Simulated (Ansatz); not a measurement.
Results of PBEsol (PAW; Ansatz, a quantum-chemistry and plane-wave program) for hcp Re.

Numerical settings: plane-wave cutoff 520 eV, 16×16×10 k mesh (along the axes of the cell as run), Fermi–Dirac smearing 0.1 eV, perturbation theory, force constants from a 4×4×2 q mesh, no spin polarisation, scalar-relativistic PAW data made under PBE.

Computed at the level's own relaxed cell. Harmonic vibrational thermodynamics at fixed volume:

```tsv
T (K)	S_vib (J/K per mol of atoms)	C_V (J/K per mol of atoms)	F_vib (eV/atom)
0	0.00	0.00	0.0259
300	(withheld)	(withheld)	(withheld)
500	(withheld)	(withheld)	(withheld)
600	(withheld)	(withheld)	(withheld)
800	(withheld)	(withheld)	(withheld)
900	(withheld)	(withheld)	(withheld)
1000	(withheld)	(withheld)	(withheld)
```

Problem. Some entries are withheld; supply them.

Solution. 
- 300, S_vib (J/K per mol of atoms): 36.45
- 300, C_V (J/K per mol of atoms): 23.99
- 300, F_vib (eV/atom): -0.0327
- 500, S_vib (J/K per mol of atoms): 48.88
- 500, C_V (J/K per mol of atoms): 24.59
- 500, F_vib (eV/atom): -0.1222
- 600, S_vib (J/K per mol of atoms): 53.37
- 600, C_V (J/K per mol of atoms): 24.70
- 600, F_vib (eV/atom): -0.1753
- 800, S_vib (J/K per mol of atoms): 60.50
- 800, C_V (J/K per mol of atoms): 24.80
- 800, F_vib (eV/atom): -0.2936
- 900, S_vib (J/K per mol of atoms): 63.42
- 900, C_V (J/K per mol of atoms): 24.83
- 900, F_vib (eV/atom): -0.3579
- 1000, S_vib (J/K per mol of atoms): 66.04
- 1000, C_V (J/K per mol of atoms): 24.85
- 1000, F_vib (eV/atom): -0.4250

The crystal is taken as a harmonic solid at every temperature: melting, phase changes and thermal expansion are not seen, nor the electrons' share in a metal.
